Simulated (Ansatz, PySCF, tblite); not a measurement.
Potential energy curve for BeH, doublet.

Computed with: UKS-CAM-B3LYP = unrestricted CAM-B3LYP/def2-SVP in Ansatz (an electronic-structure program); GFN2-xTB, 300 K electronic temperature (tblite); UKS-B3LYP/3-21G = unrestricted B3LYP/3-21G (PySCF 2.14.0).

Energies are in kJ/mol, each relative to the lowest point of its own curve near equilibrium.

| R / Å | UKS-CAM-B3LYP | GFN2-xTB | UKS-B3LYP/3-21G |
|---|---|---|---|
| 1.08 | 75.8 | 49.9 | 80.6 |
| 1.15 | 36.9 | 20.7 | 40.5 |
| 1.21 | 16.3 | 7.2 | 18.8 |
| 1.30 | 1.7 | 0.0 | 2.6 |
| 1.34 | 0.0 | 0.3 | 0.3 |
| 1.36 | 0.0 | 1.1 | 0.0 |
| 1.38 | 0.5 | 2.2 | 0.3 |
| 1.43 | 3.9 | 6.4 | 3.0 |
| 1.50 | 12.4 | 14.7 | 10.9 |
| 1.58 | 26.3 | 26.7 | 24.1 |
| 1.65 | 40.8 | 38.2 | 38.2 |
| 1.86 | 90.9 | 77.0 | 86.5 |
| 2.07 | 140.2 | 119.5 | 133.8 |
| 2.21 | 168.0 | 147.9 | 160.6 |
| 2.45 | 202.1 | 194.8 | 194.2 |
| 2.74 | 224.3 | 245.2 | 216.9 |
| 2.98 | 232.9 | 278.2 | 226.1 |
| 3.29 | 237.6 | 306.3 | 231.4 |
| 3.72 | 239.8 | 324.9 | 234.1 |
| 4.11 | 240.4 | 332.3 | 235.1 |
| 4.75 | 240.8 | 336.8 | 235.9 |
| 5.40 | 240.9 | 338.1 | 236.1 |

At the longest distance, 5.40 Å, GFN2-xTB lies highest above its minimum (338.1 kJ/mol) and UKS-B3LYP/3-21G lowest (236.1 kJ/mol).
